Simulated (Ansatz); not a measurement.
**Dissociation curves of SiO (SMILES O=[Si])**

SiO has 2 atoms, charge 0, and is taken as a singlet. SMILES: `O=[Si]`. The shape is that of a PBE0-D4/def2-TZVP optimisation.

```
atom    x (Å)    y (Å)    z (Å)
   O  -0.6407   0.2315  -0.3240
  Si   0.6407  -0.2315   0.3240
```

The O1–Si2 distance is scanned; the parts on either side stay rigid. Basis STO-3G, 6 core orbitals frozen in the correlated methods; program Ansatz 0.2.0. FCI is exact within this basis and core. Energies in eV from each method's value at 1.509 Å; methods without a U are spin-restricted; a dash marks a point that is missing or didn't converge. The shape above is that at 1.509 Å.

```csv
distance (Å),SVWN5,PBE0,BHLYP,CAM-B3LYP,wB97M-V,MP2,FCI
1.509,0.00,0.00,0.00,0.00,0.00,0.00,0.00
1.886,2.03,2.46,2.98,2.67,2.74,2.37,1.95
2.263,5.57,6.39,7.26,6.84,7.04,9.49,4.83
3.017,10.29,11.62,11.02,11.78,11.76,12.17,6.94
3.772,11.88,12.78,11.83,12.72,12.66,–,7.12
```

Departure from the FCI curve at its largest: SVWN5 +4.76 eV at 3.77 Å; PBE0 +5.66 eV at 3.77 Å; BHLYP +4.71 eV at 3.77 Å; CAM-B3LYP +5.60 eV at 3.77 Å; wB97M-V +5.54 eV at 3.77 Å; MP2 +5.22 eV at 3.02 Å. Restricted functionals keep the electrons paired too, and rise too high.
